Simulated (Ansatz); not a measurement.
Reaction (isomerisation): `C/C=C\C=O` → `C=COC=C`

Program: Ansatz. Geometries: PBE0-D4/def2-TZVP. ΔE: electronic, gas phase. CCSD(T)/CBS adds triple-zeta CCSD(T) − MP2 to the extrapolated MP2 energy (def2 sets, frozen cores). Functionals use def2-TZVPP. HSE06 is defined as in plane-wave codes. Each species was taken in one conformer, which may not be the lowest.

`C/C=C\C=O`:

Z-matrix (Å, degrees):
```
C
C 1 1.487
H 1 1.095 2 109.9
H 1 1.095 2 109.9 3 116.6
H 1 1.088 2 113.9 3 -121.7
C 2 1.337 1 128.4 3 121.6
H 2 1.089 1 114.7 3 -58.4
C 6 1.461 2 125.3 1 0.0
H 6 1.086 2 119.9 1 180.0
O 8 1.208 6 123.3 2 -180.0
H 8 1.108 6 116.7 2 0.1
```

`C=COC=C`:

Z-matrix (Å, degrees):
```
C
C 1 1.326
H 1 1.082 2 123.1
H 1 1.081 2 118.8 3 -178.6
O 2 1.356 1 127.2 3 -1.9
H 2 1.084 1 122.6 3 177.1
C 5 1.361 2 118.1 1 -17.4
C 7 1.322 5 121.8 2 149.5
H 7 1.087 5 114.6 2 -33.5
H 8 1.081 7 119.6 5 175.2
H 8 1.083 7 121.5 5 -4.0
```

(1) Is it downhill or uphill in electronic energy at CCSD(T)/CBS, and by how much? (Best estimate.)

(2) What do these levels give: revPBE-D4, ωB97X-V, HSE06, CCSD(T)/def2-SVP, SCS-MP2/def2-QZVPP, HF/CBS(def2)? (Estimate.)

(3) What do rigid-rotor, harmonic-oscillator terms from PBE0-D4/def2-TZVP frequencies (298.15 K, 1 bar) make of the CCSD(T)/CBS value? (Best estimate.)

Largest T1 diagnostic among the species: 0.014.

## Answers

(1) The calculation gave: Uphill: ΔE = +79.8 kJ/mol.

(2) The calculation gave: revPBE-D4 85.6, ωB97X-V 82.0, HSE06 82.5, CCSD(T)/def2-SVP 91.6, SCS-MP2/def2-QZVPP 86.5, HF/CBS(def2) 85.6 kJ/mol.

(3) Ansatz gave: ΔZPE = 0.0 kJ/mol, ΔH = +79.2 kJ/mol, ΔS = -5 J/(mol·K), ΔG = +80.6 kJ/mol.

Leaving LDA and LC-ωPBE aside and taking each functional with its dispersion term where it has one, the values, not all of them listed here, spread over 10.4 kJ/mol, from CAM-B3LYP-D4 to B97M-V. LDA lies −15.2 kJ/mol from PBE without D4. At CCSD(T), def2-SVP lies +11.8 kJ/mol from the extrapolated value and def2-TZVPP +1.8 kJ/mol.
